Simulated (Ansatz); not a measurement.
**Si2H5O (SMILES [SiH2]O[SiH3]) at UB3LYP/6-31G(d) (spherical functions)**

What is the vertical electron affinity of Si2H5O at UB3LYP/6-31G* (spherical functions)? 

The calculation is run with Ansatz 0.2.0.

37 further runs of the same task are left out: 37 set aside as unsound or not needed.

**1. Starting point**

Si2H5O has 8 atoms, charge 0, and is taken as a doublet. SMILES: `[SiH2]O[SiH3]`. The shape is that of a PBE0-D4/def2-TZVP optimisation. This is one conformer, not always the lowest.

Bond lengths: Si1–O2 1.637 Å, O2–Si3 1.638 Å, Si1–H4 1.490 Å, Si1–H5 1.494 Å, Si3–H6 1.482 Å, Si3–H7 1.485 Å, Si3–H8 1.486 Å. Angles: Si1–O2–Si3 146.3°, O2–Si1–H4 107.9°, O2–Si1–H5 109.9°, O2–Si3–H6 108.1°, O2–Si3–H7 109.9°, O2–Si3–H8 110.1°, H4–Si1–H5 110.4°, H6–Si3–H7 109.7°, H6–Si3–H8 109.8°, H7–Si3–H8 109.2°.

**2. The energy at UB3LYP/6-31G(d) (spherical functions)**

Input file molecule.yaml:

```yaml
crystal:
  periodic: [false, false, false]
  atoms:
    - {symbol: Si, position_ang: [-1.281200, 0.933000, -0.865900]}
    - {symbol: O, position_ang: [-0.352300, -0.279200, -0.276900]}
    - {symbol: Si, position_ang: [0.765000, -0.723000, 0.835900]}
    - {symbol: H, position_ang: [-1.902800, 0.458100, -2.133600]}
    - {symbol: H, position_ang: [-0.440600, 2.142000, -1.118700]}
    - {symbol: H, position_ang: [1.291900, -2.054600, 0.453100]}
    - {symbol: H, position_ang: [0.138100, -0.799300, 2.180400]}
    - {symbol: H, position_ang: [1.874100, 0.266000, 0.869800]}
basis:
  gaussian:
    orbitals: 6-31G_st_-spherical.json
magnetization:
  spin_polarized: true
  initial_magnetization: 1
output: {orbitals: {seedname: orbitals}}
hamiltonian:
  xc: {name: B3LYP}
accuracy: high
```

The basis set 6-31G* is read from a file made from the Basis Set Exchange's data (not shown).

Command:

```console
$ ansatz run molecule.yaml --threads 1 --pin off --max-ram 3480MiB --events-out events.jsonl --progress --plain --runs-dir runs
```

Log:

```text
Warning: RAYON_NUM_THREADS=1 ignored (pool sized by the plan → 1); use --threads N
Functional definition: B3LYP
  name "B3LYP"
  parameter a0 = 0.2
  parameter ax = 0.72
  parameter ac = 0.81
  exchange = (1 - a0 - ax)*slater_x + ax*b88_x + a0*exact_x
  correlation = (1 - ac)*vwn_rpa_c + ac*lyp_c
1317 factors; integrals over basis functions are off by at most 3.2e-9 eV
mean field evaluation 1: about -17879.2204 eV, gradient 3.6e1 eV
mean field evaluation 2: about -17861.6112 eV, gradient 7.5e1 eV
mean field evaluation 4: about -17883.8129 eV, gradient 8.3e-1 eV
mean field evaluation 8: about -17883.9752 eV, gradient 5.9e-2 eV
mean field evaluation 16: about -17883.9752 eV, gradient 6.6e-5 eV
mean field -17883.97520990 eV, -657.2239667701 hartree, gradient 5.7e-8 eV, S^2 0.751087; 0 other end points of the search recorded, 0 dependent functions left out
reference -17883.97525145 eV, -657.2239682969 hartree; 21, 20 occupied and 39, 40 virtual orbitals, 1317 factors
Total energy: -17883.97525145 eV, -657.2239682969 hartree
```

It took 9.3 s on 1 thread of Arm Neoverse V1, shared host; peak memory 0.26 GiB.

**3. The singlet anion at the same level**

Changes to molecule.yaml since step 2:

```diff
@@ -12,10 +12,6 @@
 basis:
-  gaussian:
-    orbitals: 6-31G_st_-spherical.json
-magnetization:
-  spin_polarized: true
-  initial_magnetization: 1
+  gaussian: {orbitals: 6-31G_st_-spherical.json}
+total_charge: -1
+hamiltonian: {xc: {name: B3LYP}}
+accuracy: high
 output: {orbitals: {seedname: orbitals}}
-hamiltonian:
-  xc: {name: B3LYP}
-accuracy: high
```

The basis set 6-31G* is read from a file made from the Basis Set Exchange's data (not shown).

Command:

```console
$ ansatz run molecule.yaml --threads 1 --pin off --max-ram 3480MiB --events-out events.jsonl --progress --plain --runs-dir runs
```

Log:

```text
Warning: RAYON_NUM_THREADS=1 ignored (pool sized by the plan → 1); use --threads N
[... 7 set-up lines as earlier in the session ...]
1317 factors; integrals over basis functions are off by at most 3.2e-9 eV
mean field evaluation 1: about -17882.9185 eV, gradient 1.9e1 eV
mean field evaluation 2: about -17882.8312 eV, gradient 2.3e1 eV
mean field evaluation 4: about -17884.0342 eV, gradient 1.3e0 eV
mean field evaluation 8: about -17884.1899 eV, gradient 6.0e-2 eV
mean field evaluation 16: about -17884.1899 eV, gradient 3.3e-5 eV
mean field -17884.18990752 eV, -657.2318567621 hartree, gradient 3.1e-8 eV, S^2 0.000000; 0 other end points of the search recorded, 0 dependent functions left out
reference -17884.18994946 eV, -657.2318583034 hartree; 21, 21 occupied and 39, 39 virtual orbitals, 1317 factors
Total energy: -17884.18994946 eV, -657.2318583034 hartree
```

Wall time 6.3 s (1 thread of Arm Neoverse V1, shared host); peak memory 0.18 GiB.

**4. Outcome**

At UB3LYP/6-31G* (spherical functions):

| quantity | value |
| --- | --- |
| doublet Si2H5O: total energy | -657.22397 Eh |
| doublet Si2H5O: HOMO energy (highest over α and β) | -5.58 eV |
| doublet Si2H5O: LUMO energy (lowest over α and β) | -2.49 eV |
| doublet Si2H5O: ⟨S²⟩ | 0.751 |
| singlet anion: total energy | -657.23186 Eh |
| singlet anion: HOMO energy | 2.10 eV |
| singlet anion: LUMO energy | 4.52 eV |
| singlet anion: HOMO–LUMO gap (to an unbound level, set by the basis) | 2.42 eV |
| vertical electron affinity (to the singlet anion) | 0.215 eV |

In words: At fixed nuclei the extra electron is bound by 0.21 eV (20.7 kJ/mol). The basis has no diffuse functions, so the error can be as large as this value. The HOMO (singlet anion) lies at positive energy, 2.10 eV; only total energies tell whether the electron is bound.
